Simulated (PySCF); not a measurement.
## Vibration and rotation of Si₂⁺

UHF-CCSD(T) constants of Si₂⁺, ⁴Σg⁻ (quartet), unpaired electrons σ ↑, π ↑↑ (Si def2-TZVPPD; no relativity (PySCF 2.14); masses 27.9769 and 27.9769 u):

```
ωe              : 472.0 cm⁻¹
ωexe            : 2.43 cm⁻¹
Be              : 0.23235 cm⁻¹
αe              : 0.00153 cm⁻¹
D (centrifugal) : 2.25e-07 cm⁻¹
De to Si⁺ + Si  : 3.39 eV
```

Problem. Give the vibrational terms G(v) and spacings up to v = 6.

Solution. G(v) = ωe(v+½) − ωexe(v+½)².

| v | G(v) (cm⁻¹) | G(v) − G(v−1) | Bv (cm⁻¹) |
| --- | --- | --- | --- |
| 0 | 235 |  | 0.2316 |
| 1 | 703 | 467 | 0.2301 |
| 2 | 1165 | 462 | 0.2285 |
| 3 | 1622 | 457 | 0.2270 |
| 4 | 2075 | 453 | 0.2255 |
| 5 | 2522 | 448 | 0.2239 |
| 6 | 2965 | 443 | 0.2224 |

Problem. How well does the Morse estimate ωe²/(4ωexe) reproduce De, and what is D0?

Solution. It gives 2.84 eV, 84 % of the computed De. D0 = De − G(0) = 3.39 − 0.03 = 3.36 eV.

Correlated steps freeze 10 core orbitals. The state is the lowest determinant that a PBE0 search found; another state may lie lower at other levels.
